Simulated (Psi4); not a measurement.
# C2H4B (SMILES B[C]=C) at UMP2/pcseg-0 (fitted SCF)

Aim: the electrostatic solvation energy at fixed shape (IEF-PCM, methanol) of C2H4B at UMP2/pcseg-0 (fitted SCF), from 2 runs. 

The calculation is run with Psi4 1.11.

2 further runs of the same task are left out: 1 that didn't finish, 1 set aside as unsound or not needed.

### 1 The system as given

C2H4B: 7 atoms, total charge 0, spin state doublet. SMILES: `B[C]=C`. The coordinates come from a GFN2-xTB relaxation.

Bond lengths: B1–C2 1.464 Å, C2–C3 1.288 Å, B1–H4 1.172 Å, B1–H5 1.172 Å, C3–H6 1.084 Å, C3–H7 1.084 Å. Angles: B1–C2–C3 179.8°, C2–B1–H4 119.7°, C2–B1–H5 119.8°, C2–C3–H6 123.1°, C2–C3–H7 123.1°, H4–B1–H5 120.5°, H6–C3–H7 113.8°.

### 2 The energy at UMP2/pcseg-0 (fitted SCF)

The input, calc.in:

```
memory 1.6 GB

molecule system {
  0 2
  B     -1.075830     0.425360    -0.773780
  C      0.057000    -0.020470     0.039540
  C      1.051750    -0.415380     0.756660
  H     -2.062370    -0.207830    -0.792290
  H     -0.989160     1.411380    -1.402080
  H      1.668510    -1.268180     0.495290
  H      1.350100     0.075110     1.676660
  symmetry c1
}

set reference uhf
set freeze_core true
set mp2_type conv

result = energy('mp2/pcseg-0')
```

Started as:

```bash
$ psi4 -n 1 calc.in calc.out
```

calc.out:

```text
[...]
  Running in c1 symmetry.
[...]
  Nuclear repulsion =   51.996406147714772
[...]
  Multiplicity = 2
[...]
  Nalpha       = 11
  Nbeta        = 10
[...]
    Number of basis functions: 35
[...]
   @UHF iter   1:  -102.32556552045811   -9.10266e-01   6.36324e-03 DIIS/ADIIS
[...]
   @UHF iter  19:  -102.38462358384018   -1.25056e-12   2.62334e-09 DIIS
[...]
   @S^2 Observed:                8.723196209E-01
[...]
    Orbital Energies [Eh]
    ---------------------
    Alpha Occupied:
       1A    -11.266093     2A    -11.237428     3A     -7.605934
       4A     -1.070041     5A     -0.833576     6A     -0.688814
       7A     -0.631157     8A     -0.566845     9A     -0.535589
      10A     -0.402947    11A     -0.370432
    Alpha Virtual:
      12A      0.112873    13A      0.173257    14A      0.233389
      15A      0.297220    16A      0.300630    17A      0.302903
      18A      0.378950    19A      0.423112    20A      0.539250
      21A      0.612907    22A      0.641691    23A      0.705938
      24A      0.855829    25A      0.974958    26A      1.017664
[...]
  @UHF Final Energy:  -102.38462358384018
   => Energetics <=
    Nuclear Repulsion Energy =             51.9964061477147723
    One-Electron Energy =                -238.8937539817603692
    Two-Electron Energy =                  84.5127242502054230
    Total Energy =                       -102.3846235838401810
  UHF NO Occupations:
  HONO-2 :    9  A 1.9975508
  HONO-1 :   10  A 1.9425932
[...]
 Multipole Moments:
 ------------------------------------------------------------------------------------
     Multipole            Electronic (a.u.)      Nuclear  (a.u.)        Total (a.u.)
 ------------------------------------------------------------------------------------
 L = 1.  Multiply by 2.5417464519 to convert [e a0] to [Debye]
 Dipole X            :         -0.5411661            0.8928541            0.3516879
 Dipole Y            :          0.2180940           -0.3573804           -0.1392865
 Dipole Z            :         -0.3906333            0.6443451            0.2537118
 Magnitude           :                                                    0.4554721
[...]
	SCS-MP2 Total Energy (a.u.)        :  -102.58676725109599
	SOS-MP2 Total Energy (a.u.)        :  -102.58760819128774
	SCSN-MP2 Total Energy (a.u.)       :  -102.46262639865259
[...]
	SOS-PI-MP2 Total Energy (a.u.)     :  -102.60322239186064
[...]
	MP2 Total Energy (a.u.)            :  -102.58508537071249
[...]
```

Run time: 1.9 s. Hardware: 1 thread of Intel Xeon Platinum 8375C at 2.90GHz (Ice Lake), shared host; peak memory 0.19 GiB.

### 3 A single-point energy at UMP2/pcseg-0 (fitted SCF, IEF-PCM methanol)

The input, c2h4b.inp:

```
memory 1600 mb

molecule molecule1 {
  0 2
  B     -2.03302406     0.80381390    -1.46223228
  C      0.10771439    -0.03868269     0.07471977
  C      1.98751945    -0.78495444     1.42988017
  H     -3.89731447    -0.39274178    -1.49721111
  H     -1.86924149     2.66712166    -2.64954720
  H      3.15302694    -2.39651288     0.93596245
  H      2.55131924     0.14193733     3.16842820
  units au
  symmetry c1
}

set reference uhf
set freeze_core true
set mp2_type conv
set pcm true

pcm = {
  Units = Angstrom
  Medium {
    SolverType = IEFPCM
    Solvent = Methanol
  }
  Cavity {
    Type = GePol
    RadiiSet = UFF
    Scaling = False
    Area = 0.5
    Mode = Implicit
  }
}

result = energy("mp2/pcseg-0")
print_variables()
```

Started as:

```bash
$ psi4 -i c2h4b.inp -o c2h4b.out -n 1
```

c2h4b.out:

```text
[...]
  Running in c1 symmetry.
[...]
  Nuclear repulsion =   51.996406161948947
[...]
  Multiplicity = 2
[...]
  Nalpha       = 11
  Nbeta        = 10
[...]
    Number of basis functions: 35
[...]
   @UHF iter   1:  -102.33106367664848   -9.15315e-01   6.16500e-03 DIIS/ADIIS
[...]
   @UHF iter  19:  -102.38684792916943   -2.18137e-11   5.08382e-09 DIIS
[...]
   @S^2 Observed:                8.680942955E-01
[...]
    Orbital Energies [Eh]
    ---------------------
    Alpha Occupied:
       1A    -11.263803     2A    -11.233697     3A     -7.607354
       4A     -1.067720     5A     -0.831376     6A     -0.685285
       7A     -0.626322     8A     -0.567213     9A     -0.537102
      10A     -0.402055    11A     -0.367825
    Alpha Virtual:
      12A      0.115988    13A      0.174407    14A      0.244897
      15A      0.293112    16A      0.304305    17A      0.313590
      18A      0.375766    19A      0.422107    20A      0.540871
      21A      0.613728    22A      0.640248    23A      0.707531
      24A      0.861860    25A      0.979411    26A      1.020354
[...]
  @UHF Final Energy:  -102.38684792916943
   => Energetics <=
    Nuclear Repulsion Energy =             51.9964061619489470
    One-Electron Energy =                -238.9051805367811312
    Two-Electron Energy =                  84.5243273098140833
    PCM Polarization Energy =              -0.0024008641513373
    Total Energy =                       -102.3868479291694342
  UHF NO Occupations:
  HONO-2 :    9  A 1.9976047
[...]
 Multipole Moments:
 ------------------------------------------------------------------------------------
     Multipole            Electronic (a.u.)      Nuclear  (a.u.)        Total (a.u.)
 ------------------------------------------------------------------------------------
 L = 1.  Multiply by 2.5417464519 to convert [e a0] to [Debye]
 Dipole X            :         -0.4636746            0.8928541            0.4291795
 Dipole Y            :          0.1873873           -0.3573804           -0.1699931
 Dipole Z            :         -0.3347283            0.6443451            0.3096168
 Magnitude           :                                                    0.5558375
[...]
	SCS-MP2 Total Energy (a.u.)        :  -102.58907648892747
	SOS-MP2 Total Energy (a.u.)        :  -102.57428418213092
	SCSN-MP2 Total Energy (a.u.)       :  -102.46495130905521
[...]
	SOS-PI-MP2 Total Energy (a.u.)     :  -102.60552355762451
[...]
	MP2 Total Energy (a.u.)            :  -102.58742172702699
[...]
```

Wall time 2.5 s (1 thread of Intel Xeon Platinum 8375C at 2.90GHz (Ice Lake), shared host); peak memory 0.2 GiB.

### 4 Results

At UMP2/pcseg-0 (fitted SCF), 3 core orbitals frozen:

```
                                                                     quantity          value
                                                      gas phase: total energy  -102.58509 Eh
        gas phase: HOMO energy (Hartree–Fock orbitals) (highest over α and β)      -10.08 eV
         gas phase: LUMO energy (Hartree–Fock orbitals) (lowest over α and β)        0.83 eV
                       gas phase: correlation energy (3 core orbitals frozen)     -200.5 mEh
                                 gas phase: ⟨S²⟩ of the reference determinant          0.872
                                              IEF-PCM, methanol: total energy  -102.58742 Eh
IEF-PCM, methanol: HOMO energy (Hartree–Fock orbitals) (highest over α and β)      -10.01 eV
 IEF-PCM, methanol: LUMO energy (Hartree–Fock orbitals) (lowest over α and β)        0.92 eV
               IEF-PCM, methanol: correlation energy (3 core orbitals frozen)     -200.6 mEh
                                IEF-PCM, methanol: solvent term in the energy    -6.3 kJ/mol
                         IEF-PCM, methanol: ⟨S²⟩ of the reference determinant          0.868
                             energy change from gas to solvent at fixed shape      -0.064 eV
```

**Reading.** The solvent model (IEF-PCM, methanol) lowers the energy by 0.06 eV (−1.5 kcal/mol) at the same shape. It holds the electrostatic part alone, without cavity or dispersion terms. ⟨S²⟩ (gas phase) is 0.87 where a pure doublet has 0.75: the reference is spin-contaminated. ⟨S²⟩ (IEF-PCM, methanol) is 0.87 where a pure doublet has 0.75: the reference is spin-contaminated.
